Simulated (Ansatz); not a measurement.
# CH5NO: the cost of one run

All numbers below are computed with Ansatz 0.2.0 (RKS BLYP-D4/def2-SVP).

## (1) Starting point

Bond lengths: N1–C2 1.411 Å, C2–O3 1.382 Å, N1–H4 1.007 Å, N1–H5 1.077 Å, C2–H6 1.105 Å, C2–H7 1.119 Å, O3–H8 0.905 Å. Angles: N1–C2–O3 103.9°, N1–C2–H6 113.6°, N1–C2–H7 112.0°, O3–C2–H6 109.7°, O3–C2–H7 109.5°, H6–C2–H7 108.1°, C2–N1–H4 108.6°, C2–N1–H5 107.8°, H4–N1–H5 104.1°, C2–O3–H8 106.1°.

Structure file:

```xyz
8

N    -0.6035   -0.1803   -0.6926
C     0.2580    0.3513    0.2899
O     0.6018   -0.7447    1.0583
H    -0.0707   -0.7917   -1.2888
H    -0.9010    0.6259   -1.3419
H    -0.2183    1.1179    0.9268
H     1.1803    0.7972   -0.1595
H    -0.1544   -1.2328    1.1521
```

## (2) End point A

File input.yaml:

```yaml
crystal:
  periodic: [false, false, false]
  atoms:
    - { symbol: "N", position_ang: [-0.6035, -0.1803, -0.6926] }
    - { symbol: C, position_ang: [0.258, 0.3513, 0.2899] }
    - { symbol: O, position_ang: [0.6018, -0.7447, 1.0583] }
    - { symbol: H, position_ang: [-0.0707, -0.7917, -1.2888] }
    - { symbol: H, position_ang: [-0.901, 0.6259, -1.3419] }
    - { symbol: H, position_ang: [-0.2183, 1.1179, 0.9268] }
    - { symbol: H, position_ang: [1.1803, 0.7972, -0.1595] }
    - { symbol: H, position_ang: [-0.1544, -1.2328, 1.1521] }
basis:
  gaussian: { orbitals: def2-SVP }
hamiltonian:
  xc: blyp
  dispersion: d4
relax:
  f_tol: 0.015
  max_steps: 40
output:
  orbitals: {}
```

Run with:

```bash
$ ansatz run input.yaml --threads 1 --pin off --max-ram 2048MiB --backend cpu --events-out ev --progress --plain --runs-dir out
```

**Question.** How long does this run take on 1 thread of Arm Neoverse V1, shared host, and how much memory does it need?

About 15 s, with a peak of 0.13 GiB.
